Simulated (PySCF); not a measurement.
methane (CH4), SMILES C. Atoms are numbered in the order given.

```xyz
5

C      0.0000     0.0000     0.0000
H      0.6291    -0.6291     0.6291
H     -0.6291    -0.6291    -0.6291
H     -0.6291     0.6291     0.6291
H      0.6291     0.6291    -0.6291
```
Charge 0, spin multiplicity 1.

Coordinates come from a PBE0-D3(BJ)/def2-TZVPD optimisation.

Computed with PBE/pcJ-1 (PySCF).

Isotropic couplings with Fermi-contact, spin-dipole and both spin-orbit terms, one fixed conformer, no vibrational averaging. Isotopes: 13C, 1H.

Computed spin–spin coupling constants:
| pair | bonds apart | J (Hz) |
|---|---|---|
| C1–H2 | 1 | 121.4 |
| C1–H3 | 1 | 121.4 |
| C1–H4 | 1 | 121.4 |
| C1–H5 | 1 | 121.4 |
| H2–H3 | 2 | -12.0 |
| H2–H4 | 2 | -12.0 |
| H2–H5 | 2 | -12.0 |
| H3–H4 | 2 | -12.0 |
| H3–H5 | 2 | -12.0 |
| H4–H5 | 2 | -12.0 |
